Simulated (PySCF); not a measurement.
Compound: 3,4-dihydro-2H-pyran, C₅H₈O.
SMILES: `C1=COCCC1`

The closed-shell ground state was solved at several levels (PySCF, density fitting, gas phase, non-relativistic). Geometry: PBE0-D3(BJ)/def2-SVP, one conformer, isolated molecule.

| level | basis functions | total energy (Eh) | HOMO (eV) | LUMO (eV) | gap (eV) | dipole (D) |
| --- | --- | --- | --- | --- | --- | --- |
| B3LYP/pcJ-1 | 242 | -270.5597 | -6.01 | 0.67 | 6.68 | 1.31 |
| CAM-B3LYP/def2-SVPD | 187 | -270.2241 | -7.63 | 1.29 | 8.92 | 1.39 |

What might PBE0/pcSseg-1 (142 basis functions) give for the same quantities?

Total energy -270.1966 Eh, HOMO -6.25 eV, LUMO 0.91 eV, gap 7.16 eV, dipole 1.32 D.

Over all these levels, which gives the widest orbital gap and which the narrowest?

CAM-B3LYP/def2-SVPD (range-separated hybrid) has the widest, 8.92 eV, and B3LYP/pcJ-1 (global hybrid, 20 % exact exchange) the narrowest, 6.68 eV. Functional and basis both differ between the two, so the spread mixes both effects.

How far do the dipole and the HOMO energy spread over the levels?

The dipole runs from 1.31 to 1.39 D (mean 1.34 D) and the HOMO from -7.63 to -6.01 eV.
